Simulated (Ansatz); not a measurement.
## bcc Nb

The numbers are results of r²SCAN in Ansatz (plane waves, PAW), not measurements.

Run with plane-wave cutoff 500 eV, 18×18×1 k mesh (along the axes of the cell as run), Fermi–Dirac smearing 0.1 eV, scalar-relativistic PAW data made under PBE.

Cell: relaxed at this level.

surface energy of the (111) face: 2.50 J/m²
work function of the (111) face: 3.83 eV

The slab of 18 atoms is relaxed and unreconstructed.

Static lattice: no zero-point or thermal effects.

The result took roughly 21 core-minutes.

Ansatz is a first-principles code.
